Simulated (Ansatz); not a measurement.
# Lattice constant a of In2O3 (Ia-3, No. 206): levels of theory against measurement

Reference value: 10.117 Å (measured, temperature not stated, not corrected to a static lattice; as tabulated in Wikipedia's data pages).

Task: Put these levels in order of the lattice constant a that they give for In2O3 (Ia-3, No. 206), smallest first: LDA (Ansatz, a program for electronic structure), PBE (Ansatz), PBE-D3(BJ) (Ansatz), r²SCAN (Ansatz), r²SCAN+rVV10 (Ansatz).

Result: LDA (10.061 Å), r²SCAN+rVV10 (10.130 Å), r²SCAN (10.158 Å), PBE-D3(BJ) (10.228 Å), PBE (10.288 Å)

Differences against the reference: LDA -0.55 %, PBE +1.69 %, PBE-D3(BJ) +1.10 %, r²SCAN +0.41 %, r²SCAN+rVV10 +0.13 %.

The reference isn't brought to a static lattice, while the calculations are for one, so the differences are not the levels' errors alone. A static lattice is as a rule a little smaller than the measured one.  PBE-D3(BJ), PBE: the relaxation could not lower the start's symmetry, so the cell can be a saddle point above a distorted one. Cutoffs differ between the levels. Ansatz's density-functional and Hartree–Fock values are scalar-relativistic unless marked +SOC, with PAW data made under PBE.

Differences are worked out from the printed values.
